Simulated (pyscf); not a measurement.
`[F][N]([F])[F]` + `[F][SiH3]` -> `[F][SiH2][F]` + `[F][NH][F]`, a four-centre exchange (singlet surface; F–N, H–Si broken, F–Si, H–N formed). Single points on ωB97X-D3(BJ)/def2-SVP structures (PySCF, gas phase). Energies in eV from the separated reactants.

Small-basis levels: PySCF, no dispersion term, spherical d functions. AM1 to PM7: differences of heats of formation from MOPAC. GFN2-xTB: tblite. Cost: rough CPU time at the saddle relative to B3LYP/6-31G*, from one job on a shared machine.

```tsv
level	barrier	reaction energy	cost
HF/STO-3G	7.04	-0.98	0.04
HF/3-21G	4.12	-3.90	0.07
HF/6-31G*	4.05	-3.71	0.1
SVWN5/6-31G*	1.02	-2.86	1
PBE/6-31G*	1.33	-2.92	3
B3LYP/3-21G	1.86	-3.17	0.6
B3LYP/LANL2DZ	2.41	-3.08	0.7
B3LYP/def2-SVP	1.99	-3.27	1.0
GFN2-xTB	1.55	-2.79	under 0.02
AM1	3.73	-3.38	under 0.02
PM3	2.51	-3.60	under 0.02
PM7	3.08	-3.26	under 0.02
ωB97M-D3(BJ)/def2-TZVP	2.53	-3.55	–
```

Against the last row the barrier runs from -1.51 (SVWN5/6-31G*) to +4.50 eV (HF/STO-3G). ωB97M-D3(BJ)/def2-TZVP has limits of its own. This is the saddle that the search found; another between the same sides may lie lower. A restricted solution here is unstable towards spin polarisation, so biradical character is likely and single-reference numbers are less safe.
